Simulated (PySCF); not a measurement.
```xyz
2

S     0.0000    0.0000    1.1521
S     0.0000    0.0000   -1.1521
```

Basis set: cc-pV(T+d)Z (spherical functions). Correlated methods keep 10 orbitals frozen. Charge 2, multiplicity 1.

Starred EOM-CCSD(T)(a) on the restricted Hartree–Fock determinant with PySCF 2.14.0; the energies are vertical.

(1) The solver was asked for the few lowest roots only. Give the electron affinities of singlet S₂(2+) among them whose weight of singles is over 0.7 (positive where the electron binds).

## Answers

(1)

| root | energy (eV) | weight of singles |
| --- | --- | --- |
| 1 | 17.44 | 0.94 |
| 2 | 17.44 | 0.94 |
| 3 | 14.71 | 0.96 |

Higher main lines weren't sought. Caution: large amplitudes, a single reference is doubtful.
